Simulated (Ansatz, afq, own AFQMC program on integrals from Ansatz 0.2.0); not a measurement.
AFQMC on a folder of integrals that Ansatz 0.2.0 wrote.

```yaml
crystal:
  periodic: [false, false, false]
  atoms:
    - {symbol: Se, position_ang: [0.000000, 0.000000, 0.000000]}
    - {symbol: Br, position_ang: [0.000000, 0.000000, 2.381000]}
basis:
  gaussian: {orbitals: aug-cc-pVDZ}
total_charge: -1
magnetization: {spin_polarized: false}
correlation: {method: ccsd_t, electrons: outside_noble_gas, hamiltonian_folder: ham}
```

```sh
$ ansatz run in.yaml --threads 1 --pin off --events-out ev --progress --plain --max-ram 1843MiB
```

Options of the walk:

```
--method phaseless --trial cisd --walkers 60 --populations 1 --least-time 40 --time-step 0.005 --steps-per-block 50 --equilibration-blocks 28 --max-blocks 300 --target-error 0.00045 --factor-cut 1e-05 --seed 5441 --release-times 0.24,0.51,0.99,1.62,2.4 --release-step 0.03 --release-every 4 --taylor-order 6
```

Times are imaginary, in 1/Eh. The walk had a cap of 997 s. Filled inner d shells are frozen with the cores.

Output of the walk:

```
orbitals 44  electrons 7 7  factors 335 of 802
reference energy -4972.26655274 Eh
CCSD correlation -0.26653394 Eh in 10 cycles, weight of the determinant in the CISD state 0.8609
energy of the start -4972.533087 Eh
 block  time / (1/Eh)  mean weight  energy / Eh
     1     0.250  0.9990  -4972.527407
     2     0.500  1.0003  -4972.530204
     3     0.750  0.9999  -4972.532354
     4     1.000  1.0026  -4972.534336
     5     1.250  0.9980  -4972.537250
    10     2.500  1.0016  -4972.538775
    37     9.250  1.0004  -4972.547965
    67    16.750  0.9981  -4972.539499
    73    18.250  1.0008  -4972.548876
    97    24.250  0.9992  -4972.539522
   127    31.750  0.9968  -4972.544693
   157    39.250  0.9998  -4972.542052
   187    46.750  0.9975  -4972.538636
   217    54.250  0.9997  -4972.534260
   247    61.750  1.0003  -4972.540920
   265    66.250  0.9996  -4972.538003
blocks merged  error / Eh  count
     1  0.000319  240
     2  0.000384  120
     4  0.000441  60
     8  0.000444  30
    16  0.000449  15
released: time / (1/Eh)  energy / Eh  error  mean overlap
  0.24  -4972.543504  0.000620  0.9966
  0.51  -4972.542716  0.000635  1.0152
  0.99  -4972.541810  0.000469  1.0426
  1.62  -4972.543146  0.000561  1.0242
  2.40  -4972.544571  0.000815  0.9879
energy -4972.542971 +/- 0.000444 Eh
(rows thinned)
```

The run passed its tests (sampling time, drift between the halves within three errors, error under three times the target), which doesn't prove that it has relaxed.

Against this walk (error 12.1 meV) on the same determinant: CCSD(T) 33.1 meV higher, CCSDT(Q) 6.6 meV lower (within the noise). The error is statistical and leaves out the bias of the constraint. Released to 2.40 1/Eh the energy moves by -44 ± 25 meV (both errors), within twice the noise.

Cautions: constraint bias not in the error; no relativity below Rb; no spin-orbit coupling; inner d shell frozen.

The walk took 5.4 min on 1 thread of Arm Neoverse V1, on a shared host. The log's last line is the phaseless energy.

CCSDT and higher add their correlation energy to the determinant of the CCSD(T) run, since their own runs factorise the integrals more tightly (a shift of under 2 meV). A walk keeps the symmetry of its determinant, which the program's search chose and which needn't be the lowest solution, so a lower state of the same spin and another symmetry isn't excluded.
